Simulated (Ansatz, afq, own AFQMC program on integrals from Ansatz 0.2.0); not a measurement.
**Atomization energy of AgCH₃, singlet**

```yaml
atoms:
  - { symbol: C, position_ang: [-0.1724, 0.0602, -0.0797] }
  - { symbol: Ag, position_ang: [1.6428, -0.6853, 0.6304] }
  - { symbol: H, position_ang: [-0.9332, -0.0811, 0.7000] }
  - { symbol: H, position_ang: [-0.4431, -0.4952, -0.9878] }
  - { symbol: H, position_ang: [-0.0442, 1.1278, -0.3043] }
```

Connectivity, by distances: CH3–Ag.

Atoms in their ground-state spins without spin–orbit coupling (mostly on UHF) minus the molecule (RHF), without zero-point energy. The geometry is a stationary point, not shown to be a minimum.

Basis def2-TZVP with its core potentials. Only valence electrons are correlated. Ansatz 0.2.0 and our own AFQMC program on the same integrals; the CISD trial comes from CCSD amplitudes, and released means the phaseless constraint is let go. ± is one standard error of the sampling. No spin–orbit coupling. The metal's outer-core s and p shells are frozen, which shifts wave-function levels against functionals. The errors of all members are added in quadrature.

No full CI on the walks' own integrals is used here; CCSDT(Q) serves as the reference and is uncertain by about the last step of the cluster series. Each member takes its own surest rung, up to full CI.

Errors are counted within def2-TZVP, not against nature.

Cautions: no spin-orbit coupling; outer-core shells of the metal frozen; AgCH₃ (singlet): the released energies are still falling, so no released level is given (meV from the phaseless value at times in 1/Eh: -9 ± 4 at 0.24, -17 ± 6 at 0.60, -25 ± 7 at 1.20, -32 ± 10 at 1.80, -5 ± 18 at 2.60); other spins of the molecule weren't checked.

```json
{"level": "CCSD", "atomization energy (eV)": "14.517"}
{"level": "HF", "atomization energy (eV)": "10.721"}
```

(1) From these cheaper values, estimate the atomization energy at the reference level in def2-TZVP.

(1) 14.760 eV (CCSDT(Q) in def2-TZVP).

| level | atomization energy (eV) | error against CCSDT(Q) (eV) |
| --- | --- | --- |
| MP2 | 14.822 | 0.062 |
| CCSD(T) | 14.755 | -0.005 |
| CCSDT | 14.746 | -0.015 |
| ph-AFQMC/HF | 14.989 ± 0.038 | 0.228 ± 0.038 |
| ph-AFQMC/CISD | 14.762 ± 0.004 | 0.001 ± 0.004 |

Correlation beyond CCSD(T) adds 0.005 eV. The perturbative (T) step is worth +0.239 eV.
